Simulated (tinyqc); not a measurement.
Inside a calculation. Method: Born-Oppenheimer dynamics on the UHF/sto-3g surface (energies and gradients from PySCF), for NH, spin multiplicity 3. Computed by tinyqc, a small Python program that keeps every step (integrals from PySCF). Settings: charge = 0, multiplicity = 3, basis = sto-3g, time step (fs) = 0.5, steps = 16. Command: `OMP_NUM_THREADS=1 python tinyqc.py 22643 22644 out.jsonl` (the two numbers bound the seeds that draw the settings). One thread of a shared host (Intel(R) Xeon(R) Processor @ 2.60GHz), about 1 s of CPU time with the checks.

## Velocity Verlet step 1

positions (bohr):
```
           x         y         z
1N  0.000000  0.000000  0.000000
2H  0.000000  0.000000  1.919962
```

velocities (bohr per atomic time unit):
```
               x             y             z
1N  -0.000003156  -0.000000201   0.000007654
2H   0.000043844   0.000002799  -0.000106346
```

gradient (hartree/bohr):
```
             x           y            z
1N  0.00000000  0.00000000   0.06936715
2H  0.00000000  0.00000000  -0.06936715
```

masses (electron masses): 1N 25526.042363, 2H 1837.152588

gradient after step 1 (hartree/bohr):
```
              x            y            z
1N   0.00003292   0.00000210   0.06526886
2H  -0.00003292  -0.00000210  -0.06526886
```

dt = 0.5 fs = 20.6707 atomic units; x' = x + v dt - g dt^2 / (2m); after the new gradient g', v' = v - (g + g') dt / (2m).

positions after step 1 (bohr):
```
            x          y          z
1N  -0.000065  -0.000004  -0.000422
2H   0.000906   0.000058   1.925830
```

velocities after step 1 (bohr per atomic time unit):
```
               x             y             z
1N  -0.000003169  -0.000000202  -0.000046859
2H   0.000044030   0.000002810   0.000651081
```

## Velocity Verlet step 2

gradient after step 2 (hartree/bohr):
```
              x            y            z
1N   0.00005119   0.00000327   0.05113102
2H  -0.00005119  -0.00000327  -0.05113102
```

As before.

positions after step 2 (bohr):
```
            x          y          z
1N  -0.000131  -0.000008  -0.001937
2H   0.001820   0.000116   1.946878
```

velocities after step 2 (bohr per atomic time unit):
```
               x             y             z
1N  -0.000003203  -0.000000204  -0.000093989
2H   0.000044503   0.000002841   0.001305917
```

## Energy conservation

The total energy should stay constant up to terms of order dt^2; the step counts as short enough if it moves by less than 2 % of the largest kinetic energy.

Trajectory:
```
time (fs)  1N-2H (angstrom)  potential (hartree)  kinetic (hartree)  total (hartree)
0.000000           1.016000         -54.25971036         0.00001304     -54.25969732
0.500000           1.019329         -54.26013382         0.00041933     -54.25971449
1.000000           1.031269         -54.26144541         0.00168126     -54.25976414
1.500000           1.049956         -54.26288400         0.00307350     -54.25981050
2.000000           1.072689         -54.26371220         0.00388405     -54.25982815
2.500000           1.096521         -54.26361066         0.00379509     -54.25981557
3.000000           1.118719         -54.26272685         0.00294081     -54.25978603
3.500000           1.137039         -54.26148907         0.00173469     -54.25975439
4.000000           1.149832         -54.26037918         0.00064875     -54.25973043
4.500000           1.156052         -54.25977203         0.00005344     -54.25971859
5.000000           1.155220         -54.25985575         0.00013557     -54.25972018
5.500000           1.147398         -54.26060502         0.00086997     -54.25973504
6.000000           1.133195         -54.26178420         0.00202283     -54.25976137
6.500000           1.113798         -54.26298360         0.00318998     -54.25979362
7.000000           1.090996         -54.26371631         0.00389568     -54.25982063
7.500000           1.067162         -54.26359828         0.00377126     -54.25982702
8.000000           1.045112         -54.26257989         0.00277821     -54.25980168
```

The total energy moves within 1.3e-04 hartree; that is over 2 % of the largest kinetic energy, so the time step is too long.
